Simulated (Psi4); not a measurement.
**CH4Si (SMILES C[SiH]) at 6 levels**

Aim: a comparison of 6 runs (HF/3-21G, wB97X-3c/vDZP, B3LYP/6-31+G*, PBE0/aug-cc-pVDZ, MP2/6-31G*, REMP2/aug-cc-pVDZ) of CH4Si. 

The calculation is run with Psi4 1.11.

1 further run of the same task is left out (set aside as unsound or not needed).

**1. The structure to begin with**

CH4Si has 6 atoms, charge 0, and is taken as a singlet. SMILES: `C[SiH]`. The coordinates come from a PBE0-D4/def2-TZVP relaxation.

Bond lengths: C1–Si2 1.892 Å, C1–H3 1.098 Å, C1–H4 1.091 Å, C1–H5 1.098 Å, Si2–H6 1.531 Å. Angles: C1–Si2–H6 94.2°, Si2–C1–H3 109.7°, Si2–C1–H4 113.8°, Si2–C1–H5 109.5°, H3–C1–H4 109.0°, H3–C1–H5 105.5°, H4–C1–H5 109.0°.

**2. A single-point energy at HF/3-21G (run 1)**

Contents of ch4si_ase.py:

```python
import numpy as np
from ase.calculators.psi4 import Psi4
from ase import Atoms

atoms = Atoms(['C', 'Si', 'H', 'H', 'H', 'H'], positions=[
    [-0.093500, -0.366000, -0.370300],
    [0.917300, 0.209800, 1.122300],
    [-1.156900, -0.410100, -0.102200],
    [0.215000, -1.335600, -0.763000],
    [-0.024000, 0.382000, -1.170800],
    [0.142200, 1.520000, 1.284000],
])
calc = Psi4(atoms=atoms, method='hf', basis='3-21G', memory='1600MB', num_threads=1, charge=0, multiplicity=1, label='ch4si')
calc.psi4.set_options({'puream': True, 'e_convergence': 1e-09, 'd_convergence': 1e-08, 'scf_type': 'pk'})
atoms.calc = calc

print(f'energy: {atoms.get_potential_energy():.6f} eV')
```

Run with:

```sh
$ python ch4si_ase.py
```

ch4si.dat:

```text
[...]
  Running in c1 symmetry.
[...]
  Nuclear repulsion =   48.603693658180966
[...]
  Multiplicity = 1
[...]
  Nalpha       = 12
  Nbeta        = 12
[...]
    Number of basis functions: 30
[...]
   @RHF iter   1:  -327.28896829054776   -7.08769e-01   7.86658e-03 ADIIS/DIIS
[...]
   @RHF iter  10:  -327.32421668769149   -1.70530e-13   1.60070e-09 DIIS
[...]
    Orbital Energies [Eh]
    ---------------------
    Doubly Occupied:
       1A    -68.301582     2A    -11.153571     3A     -6.106331
       4A     -4.199088     5A     -4.198047     6A     -4.196582
       7A     -0.952796     8A     -0.644148     9A     -0.562494
      10A     -0.554927    11A     -0.436250    12A     -0.314522
[...]
  @RHF Final Energy:  -327.32421668769149
   => Energetics <=
    Nuclear Repulsion Energy =             48.6036936581809655
    One-Electron Energy =                -548.6151488338514355
    Two-Electron Energy =                 172.6872384879789877
    Total Energy =                       -327.3242166876914325
[...]
 Multipole Moments:
 ------------------------------------------------------------------------------------
     Multipole            Electronic (a.u.)      Nuclear  (a.u.)        Total (a.u.)
 ------------------------------------------------------------------------------------
 L = 1.  Multiply by 2.5417464519 to convert [e a0] to [Debye]
 Dipole X            :          2.4552571           -2.7843295           -0.3290724
 Dipole Y            :         -0.0198513            0.0109674           -0.0088840
 Dipole Z            :          2.5728362           -2.9256978           -0.3528616
 Magnitude           :                                                    0.4825753
[...]
```

On the terminal:

```text
energy: -8906.945615 eV
```

It took 1.2 s on 1 thread of Intel Xeon 6975P-C (Granite Rapids), shared host; peak memory 0.19 GiB.

**3. A single-point energy at wB97X-3c/vDZP (density fitting, core potential, ddCOSMO n-heptane) (run 2)**

Contents of input.json:

```json
{
 "schema_name": "qcschema_input",
 "schema_version": 1,
 "molecule": {
  "schema_name": "qcschema_molecule",
  "schema_version": 2,
  "symbols": ["C", "Si", "H", "H", "H", "H"],
  "geometry": [-0.17668939, -0.69163976, -0.69976558, 1.73344577, 0.39646454, 2.12083963, -2.18622415, -0.77497668, -0.19313001, 0.40629112, -2.52391821, -1.44186103, -0.04535343, 0.72187538, -2.21249135, 0.26871905, 2.87238371, 2.42640834],
  "molecular_charge": 0,
  "molecular_multiplicity": 1,
  "fix_symmetry": "c1"
 },
 "driver": "energy",
 "model": {
  "method": "wb97x-3c",
  "basis": "(auto)"
 },
 "keywords": {
  "screening": "density",
  "ddx": true,
  "ddx_model": "cosmo",
  "ddx_solvent": "heptane",
  "ddx_radii_set": "bondi"
 }
}
```

Run with:

```sh
$ psi4 --qcschema input.json -n 1 --memory 1600MB
```

stdout:

```text
[...]
    !!!  WARNING: ECP capability is in beta. Please check occupations closely.  !!!
[...]
  Running in c1 symmetry.
[...]
  Nuclear repulsion =   16.469757613082042
[...]
  Multiplicity = 1
[...]
  Nalpha       = 6
  Nbeta        = 6
[...]
    Number of basis functions: 46
[...]
   @DF-RKS iter   1:   -11.76975669740896   -5.27293e-01   1.21517e-02 ADIIS/DIIS
[...]
   @DF-RKS iter   8:   -11.95046665782490   -2.52102e-08   6.12676e-07 DIIS
[...]
    Orbital Energies [Eh]
    ---------------------
    Doubly Occupied:
       1A     -0.834761     2A     -0.597352     3A     -0.519327
       4A     -0.513140     5A     -0.413903     6A     -0.318122
[...]
  @DF-RKS Final Energy:   -11.95046665782490
   => Energetics <=
    Nuclear Repulsion Energy =             16.4697576130820416
    One-Electron Energy =                 -49.1513038137082319
    Two-Electron Energy =                  22.9574607766090182
    DFT Exchange-Correlation Energy =      -2.2212373908437866
    Empirical Dispersion Energy =          -0.0037332349385490
    VV10 Nonlocal Energy =                  0.0000000000000000
    DD Solvation Energy =                 -0.0014106080253982
    Total Energy =                        -11.9504666578249026
[...]
 Multipole Moments:
 ------------------------------------------------------------------------------------
     Multipole            Electronic (a.u.)      Nuclear  (a.u.)        Total (a.u.)
 ------------------------------------------------------------------------------------
 L = 1.  Multiply by 2.5417464519 to convert [e a0] to [Debye]
 Dipole X            :          7.2078111           -7.5474751           -0.3396641
 Dipole Y            :          1.6927118           -1.7278676           -0.0351558
 Dipole Z            :          8.8521354           -9.2356704           -0.3835350
 Magnitude           :                                                    0.5135238
[...]
```

The result, in JSON:

```text
{
 "driver": "energy",
 "model": {
  "method": "wb97x-3c",
  "basis": "(auto)"
 },
 "success": true,
 "return_result": -11.950466657824903,
 "properties": {
  "calcinfo_nbasis": 46,
  "calcinfo_nmo": 46,
  "calcinfo_nalpha": 6,
  "calcinfo_nbeta": 6,
  "calcinfo_natom": 6,
  "nuclear_repulsion_energy": 48.60369373098436,
  "return_energy": -11.950466657824903,
  "scf_one_electron_energy": -49.15130381370823,
  "scf_two_electron_energy": 22.957460776609018,
  "scf_xc_energy": -2.2212373908437866,
  "scf_dispersion_correction_energy": -0.003733234938548966,
  "scf_dipole_moment": [-0.339664076900279, -0.03515580607126534, -0.3835350277165581],
  "scf_total_energy": -11.950466657824903,
  "scf_iterations": 8
 }
}
```

Run time: 6 s. Hardware: 1 thread of Intel Xeon 6975P-C (Granite Rapids), shared host; peak memory 0.42 GiB.

Runs 3 to 5 aren't shown in full; the table further down has their settings and results.

**4. A single-point energy at REMP2/aug-cc-pVDZ (density fitting, density fitting for correlation) (run 6)**

Contents of ch4si.xyz:

```xyz
6
CH4Si
C     -0.093500    -0.366000    -0.370300
Si     0.917300     0.209800     1.122300
H     -1.156900    -0.410100    -0.102200
H      0.215000    -1.335600    -0.763000
H     -0.024000     0.382000    -1.170800
H      0.142200     1.520000     1.284000
```

Contents of run.py:

```python
import numpy as np
from ase.calculators.psi4 import Psi4
from ase.io import read

atoms = read('ch4si.xyz')
calc = Psi4(atoms=atoms, method='remp2', basis='aug-cc-pVDZ', memory='1600MB', num_threads=1, charge=0, multiplicity=1, label='ch4si', reference='rhf')
calc.psi4.set_options({'freeze_core': True, 'cc_type': 'df'})
atoms.calc = calc

print(f'energy: {atoms.get_potential_energy():.6f} eV')
```

Run with:

```sh
$ python run.py
```

ch4si.dat:

```text
[...]
  Running in c1 symmetry.
[...]
  Nuclear repulsion =   48.603693658180966
[...]
  Multiplicity = 1
[...]
  Nalpha       = 12
  Nbeta        = 12
[...]
    Number of basis functions: 86
[...]
   @DF-RHF iter   1:  -328.97693015503285   -6.28054e-01   4.46087e-03 ADIIS/DIIS
[...]
   @DF-RHF iter  10:  -329.06822553361462   -1.01181e-11   5.30517e-09 DIIS
[...]
    Orbital Energies [Eh]
    ---------------------
    Doubly Occupied:
       1A    -68.795888     2A    -11.216843     3A     -6.139491
       4A     -4.243279     5A     -4.241257     6A     -4.240092
       7A     -0.949531     8A     -0.638588     9A     -0.562453
      10A     -0.553547    11A     -0.439152    12A     -0.317928
[...]
  @DF-RHF Final Energy:  -329.06822553361462
   => Energetics <=
    Nuclear Repulsion Energy =             48.6036936581809655
    One-Electron Energy =                -550.6677390982788438
    Two-Electron Energy =                 172.9958199064832058
    Total Energy =                       -329.0682255336146227
[...]
 Multipole Moments:
 ------------------------------------------------------------------------------------
     Multipole            Electronic (a.u.)      Nuclear  (a.u.)        Total (a.u.)
 ------------------------------------------------------------------------------------
 L = 1.  Multiply by 2.5417464519 to convert [e a0] to [Debye]
 Dipole X            :          2.4713651           -2.7843295           -0.3129644
 Dipole Y            :         -0.0462361            0.0109674           -0.0352687
 Dipole Z            :          2.5705710           -2.9256978           -0.3551268
 Magnitude           :                                                    0.4746637
[...]
	DF-MP2 Total Energy (a.u.)         :  -329.31138317833893
[...]
```

Standard output:

```text
energy: -8962.064476 eV
```

Wall time 3.9 s (1 thread of Intel Xeon 6975P-C (Granite Rapids), shared host); peak memory 0.32 GiB.

**5. Overview of the runs**

| run | level | integrals | integral approximation | energy (Eh) | dipole moment (D) | HOMO energy (eV) | LUMO energy (eV) | wall time |
| --- | --- | --- | --- | --- | --- | --- | --- | --- |
| 1 | HF/3-21G | pk | none | -327.324217 | 1.23 | -8.56 | 0.72 | 1.2 s |
| 2 | wB97X-3c/vDZP (density fitting, core potential, ddCOSMO n-heptane) | df | program's default | -11.950467 | 1.31 | -8.66 | -0.44 | 6 s |
| 3 | B3LYP/6-31+G* (spherical functions) | pk | none | -329.942651 | 1.17 | -6.12 | -2.77 | 5.4 s |
| 4 | PBE0/aug-cc-pVDZ | pk | none | -329.761796 | 1.22 | -6.31 | -2.60 | 16 s |
| 5 | MP2/6-31G* (spherical functions) | pk | none | -329.244186 | – | -8.60 | 0.75 | 1.4 s |
| 6 | REMP2/aug-cc-pVDZ (density fitting, density fitting for correlation) | df | program's default | -329.349797 | – | -8.65 | 0.38 | 3.9 s |

**6. Summary of results**

```
                                          quantity          value
                               run 6: total energy  -329.34980 Eh
        run 6: HOMO energy (Hartree–Fock orbitals)       -8.65 eV
        run 6: LUMO energy (Hartree–Fock orbitals)        0.38 eV
      run 6: HOMO–LUMO gap (Hartree–Fock orbitals)        9.03 eV
run 6: correlation energy (6 core orbitals frozen)     -281.6 mEh
```

**Reading.** Over runs 1, 2, 3, 4 the dipole moment (its size) runs from 1.17 D (B3LYP/6-31+G*) to 1.31 D (wB97X-3c/vDZP). The two ends differ in method and basis and solvent and core potential. Over runs 1, 2, 3, 4 the HOMO–LUMO gap runs from 3.35 eV (B3LYP/6-31+G*) to 9.28 eV (HF/3-21G). The two ends differ in method and basis. Totals of different functionals can't be ranked against each other. Some runs of one species differ in core potentials or relativity; totals across that change don't compare. All runs together took 34 s, the longest 16 s.
